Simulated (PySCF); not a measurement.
## Solvent effects on NMR parameters

Geometry:
| atom | x (Å) | y (Å) | z (Å) |
| --- | --- | --- | --- |
| C1 | 1.270 | 0.762 | -0.128 |
| C2 | 1.375 | -0.548 | 0.142 |
| C3 | -0.033 | -0.871 | -0.334 |
| C4 | -1.172 | -0.646 | 0.648 |
| C5 | -1.277 | 0.663 | 0.377 |
| C6 | -0.154 | 0.653 | -0.649 |
| H7 | 1.932 | 1.620 | 0.018 |
| H8 | 2.154 | -1.167 | 0.594 |
| H9 | -0.162 | -1.621 | -1.129 |
| H10 | -1.672 | -1.315 | 1.353 |
| H11 | -1.894 | 1.472 | 0.777 |
| H12 | -0.370 | 1.000 | -1.671 |

GIAO PBE0/pcSseg-1 in PySCF 2.14 on one PBE0-D3(BJ)/def2-SVP conformer, non-relativistic, equivalent nuclei averaged. Solvents enter as an IEF-PCM continuum (chloroform with ε = 4.7, dichloromethane with ε = 8.9) around the gas-phase geometry. Shifts are referred to TMS computed in the same medium.

Gas phase, δ in ppm: C1/C2/C4/C5 153.7, C3/C6 53.0, H7/H8/H10/H11 6.86, H9/H12 3.90. Dipole moment 0.03 D.

(1) How does each δ change in the continuum?

(2) Which nuclei move most (in ppm), and what does the model miss?

## Answers

(1) 
```tsv
atoms	environment	Δδ, chloroform	Δδ, dichloromethane
C1/C2/C4/C5	alkene CH	+1.4	+1.7
C3/C6	allylic sp3 CH	+0.7	+0.9
H7/H8/H10/H11	hydrogen on an alkene CH	+0.12	+0.15
H9/H12	hydrogen on an allylic sp3 CH	+0.09	+0.11
```

Changes are relative to the gas phase.

(2) C1/C2/C4/C5 (alkene CH, +1.7 ppm) in dichloromethane. A continuum only polarises the solute; specific hydrogen bonds, the anisotropy of aromatic solvents and changes of geometry or conformer are outside it.
